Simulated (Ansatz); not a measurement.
A CCSD(T) single point on `c1ncncn1`.

```yaml
crystal:
  periodic: [false, false, false]
  atoms:
    - {symbol: C, position_ang: [0.984725, 0.343354, -0.751697]}
    - {symbol: N, position_ang: [0.577858, -0.916790, -0.827924]}
    - {symbol: C, position_ang: [-0.440021, -1.207550, -0.028738]}
    - {symbol: N, position_ang: [-1.044660, -0.364247, 0.797437]}
    - {symbol: C, position_ang: [-0.544719, 0.864202, 0.780415]}
    - {symbol: N, position_ang: [0.466796, 1.281045, 0.030480]}
    - {symbol: H, position_ang: [1.817413, 0.633682, -1.387311]}
    - {symbol: H, position_ang: [-0.812081, -2.228651, -0.053025]}
    - {symbol: H, position_ang: [-1.005299, 1.594954, 1.440364]}
basis:
  gaussian: {orbitals: def2-TZVPP}
correlation: {method: ccsd_t}
output: {orbitals: {seedname: orbitals}}
```

```sh
$ ansatz run in.yaml --threads 4 --pin off --events-out ev --progress --plain --max-ram 10444MiB
```

Log, shortened:

```
Functional definition: HF
1419 factors; integrals over basis functions are off by at most 7.5e-4 eV
mean field evaluation 1: about -7582.5242 eV, gradient 3.8e1 eV
mean field evaluation 2: about -7582.8981 eV, gradient 3.9e1 eV
mean field evaluation 4: about -7586.4427 eV, gradient 3.9e0 eV
mean field evaluation 8: about -7586.5010 eV, gradient 2.0e-1 eV
mean field -7586.50128976 eV, -278.7987800833 hartree, gradient 1.6e-6 eV, S^2 0.000000; 0 other end points of the search recorded, 0 dependent functions left out
6 core orbitals not correlated: weight in the atoms' cores, before any rotation towards them, 1.000 or more for the frozen orbitals, at most 0.000 for the correlated occupied ones
reference -7586.50128976 eV, -278.7987800833 hartree; 15, 15 occupied and 207, 207 virtual orbitals, 1419 factors
second order -28.22137361 eV of doubles, -0.00000000 eV of singles
cycle   1  -27.47588121 eV  change    7.5e-1 eV  update   1.4e-1
cycle   2  -28.30598741 eV  change   -8.3e-1 eV  update   4.4e-2
cycle   3  -28.48731840 eV  change   -1.8e-1 eV  update   2.3e-2
cycle   4  -28.46158122 eV  change    2.6e-2 eV  update   6.9e-3
cycle   5  -28.46192759 eV  change   -3.5e-4 eV  update   4.1e-3
cycle   6  -28.46454153 eV  change   -2.6e-3 eV  update   1.1e-3
cycle   7  -28.46389530 eV  change    6.5e-4 eV  update   4.6e-4
cycle   8  -28.46382396 eV  change    7.1e-5 eV  update   1.0e-4
cycle   9  -28.46386619 eV  change   -4.2e-5 eV  update   3.3e-5
cycle  10  -28.46385255 eV  change    1.4e-5 eV  update   7.9e-6
perturbative correction -1.54446359 eV, -0.0567579900 hartree
Total energy: -7616.50960590 eV, -279.9015653611 hartree
```

Run time 14 s (4 threads of an Intel Xeon 6975P-C on a shared host); peak host memory 3 GiB.

The correlation energy is -30.008 eV, 5.1 % of it from (T); the T1 diagnostic reads 0.0166.
